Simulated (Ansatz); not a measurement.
System: trifluoroborane, BF$_{3}$ (charge 0, singlet). 
Geometry from a B3LYP-D3(BJ)/def2-TZVP (Ansatz, a quantum-chemistry and plane-wave program) optimisation:
SMILES: FB(F)F
```xyz
4

B      0.0000     0.0000     0.0000
F      0.0168     1.3152     0.0316
F      1.1308    -0.6724    -0.0050
F     -1.1476    -0.6428    -0.0266
```
Charge 0, spin multiplicity 1.

Computed values are from Ansatz. Cores are frozen in the correlated levels unless marked. Open shells are spin-unrestricted. No spin-orbit coupling. Non-relativistic. CBS marks a two-point X^-3 extrapolation of the correlation energy; Hartree-Fock from the larger set.

```yaml
atomisation energy De: 469.5 kcal/mol at CCSD(T)/CBS(cc-pVTZ,cc-pVQZ)
total_energy: -324.3486 Eh at CCSD(T)/CBS(cc-pVTZ,cc-pVQZ)
dipole_moment: 0.00 D at CCSD(T)/aug-cc-pVDZ
T1 diagnostic: 0.012 at CCSD/cc-pVQZ
measured enthalpy of formation, 298 K: -271.4 kcal/mol (G2/97 table in ASE (Curtiss et al.); older table, unchecked)
measured_dipole_moment: 0.00 D (NIST CCCBDB, as tabulated in the package chemicals; older table, unchecked)
```
